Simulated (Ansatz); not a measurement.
Two structures of SiH₄ClF, closed shell, reached by relaxing down either side of one saddle point (PBE0-D4/def2-TZVP). Energies are electronic, without zero-point energy. Ansatz 0.2.0; basis: def2-TZVPP and def2-QZVPP; cores frozen in the correlated methods. Extrapolation: Hartree–Fock as exp(−7.88 √X), correlation as X^−2.97. First:

Si1  (-0.472, -0.571, 0.653)
H2  (0.719, -1.410, 0.406)
H3  (-1.123, -0.924, 1.933)
H4  (-1.428, -0.634, -0.472)
Cl5  (0.167, 1.397, 0.830)
H6  (0.976, 1.273, -1.267)
F7  (1.160, 0.868, -2.083)
(Å)

Second:

```csv
atom,x (Å),y (Å),z (Å)
Si1,-0.9229,0.4740,0.2327
H2,2.4261,-1.7960,-0.5491
H3,-0.4157,-0.5634,1.1502
H4,-2.1548,0.0844,-0.4790
Cl5,-1.2838,2.1733,1.2934
H6,2.1488,-1.1490,-0.7980
F7,0.2022,0.7767,-0.8501
```

(1) Which bonds change from the first to the second?

(2) Give the saddle point's structure and its height above each. (An estimate is asked for; the value comes from the calculation.)

No T1 diagnostic of these runs exceeds 0.012.

Answers

(1) SiH₃Cl ([SiH3][Cl]) + HF → SiH₂ClF ([F][SiH2][Cl]) + H₂; bonds formed: Si1–F7, H2–H6; bonds broken: Si1–H2, H6–F7.

(2) The calculation gives: 159.2 kJ/mol above the first and 266.3 kJ/mol above the second (CCSD(T) at an estimated basis limit (MP2 extrapolated from triple and quadruple zeta, plus CCSD(T) − MP2 in triple zeta)).
```xyz
7
angstrom
Si -0.3631 -0.0600 0.2316
H 1.0847 -0.8703 -0.0781
H -0.4651 -0.9749 1.4002
H -1.4663 -0.4157 -0.6775
Cl -0.4556 1.7513 1.1792
H 1.1107 -0.1793 -0.7935
F 0.5546 0.7487 -1.2617
```

Labels in which every atom is bracketed show which atoms are joined, not bond orders.

For scale, one of the runs: CCSD(T)/def2-TZVPP, 171 basis functions, launched by `ansatz run in.yaml --threads 2 --pin off --events-out ev --progress --plain --max-ram 4352MiB`. Hardware: 2 CPU threads of an Arm Neoverse V1, shared host. Wall time 27 s; peak host memory 1.4 GiB.
